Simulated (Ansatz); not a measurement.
Input file:

```yaml
crystal:
  periodic: [false, false, false]
  atoms:
    - {symbol: Ga, position_ang: [0.000000, 0.000000, 1.840547]}
    - {symbol: C, position_ang: [0.000000, 0.000000, -0.347787]}
    - {symbol: O, position_ang: [0.000000, 0.000000, -1.492760]}
basis:
  gaussian: {orbitals: cc-pVDZ}
total_charge: 1
magnetization: {spin_polarized: true, initial_magnetization: 2}
hamiltonian: {xc: hf}
accuracy: high
output: {orbitals: {seedname: orbitals}}
```

```sh
$ ansatz run in.yaml --threads 1 --pin off --events-out ev --progress --plain --max-ram 2393MiB
```

Problem. Roughly how long does this take on 1 thread of Intel Xeon Platinum 8259CL, shared host, and how much host memory?

Solution. 3.3 s wall and 0.17 GiB.

```
1057 factors; integrals over basis functions are off by at most 4.6e-9 eV
mean field evaluation 1: about -55381.5895 eV, gradient 4.2e1 eV
mean field evaluation 2: about -55381.5963 eV, gradient 4.2e1 eV
mean field evaluation 4: about -55390.7948 eV, gradient 6.1e0 eV
mean field evaluation 8: about -55391.8643 eV, gradient 6.9e-1 eV
mean field evaluation 16: about -55391.8899 eV, gradient 4.9e-8 eV
mean field evaluation 32: about -55388.6890 eV, gradient 1.8e0 eV
mean field evaluation 64: about -55390.3446 eV, gradient 3.5e0 eV
mean field -55391.88988911 eV, -2035.6144074534 hartree, gradient 4.9e-8 eV, S^2 2.003073; 0 other end points of the search recorded, 0 dependent functions left out
reference -55391.88988911 eV, -2035.6144074534 hartree; 23, 21 occupied and 32, 34 virtual orbitals, 1057 factors
Total energy: -55391.88988911 eV, -2035.6144074534 hartree
```
